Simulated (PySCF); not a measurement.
**Relaxation of doublet SF₃**

All numbers come from PySCF, UPBE0, basis S def2-SVP, F def2-SVP (no relativity, density fitting). A (50,194) grid was used.

A hand-made T-shaped start, of C2v symmetry, held to at least that symmetry:

Coordinates in bohr (charge 0 multiplicity 2):
```
S     0.0000    0.0000   -0.7210
F     0.0000    0.0000    2.4349
F     3.1540    0.0000   -0.6108
F    -3.1540    0.0000   -0.6108
```

Optimiser trace:
```
step  E − E(last) (kJ/mol)  largest gradient (Eh/bohr)
   0                  8.27                     0.03964
   1                  0.48                     0.01044
   2                  0.02                     0.00220
   3                  0.00                     0.00009
   4                  0.00                     0.00005
```

It ends at C2v with S–F 1.595 Å, S–F 1.671 Å (×2); F–S–F 87.2° (×2), F–S–F 174.4° (after a last refinement on a finer grid). A frequency run shows 1 imaginary mode, down to 143i cm⁻¹, so it is a saddle point. Other isomers or separated fragments may lie lower.
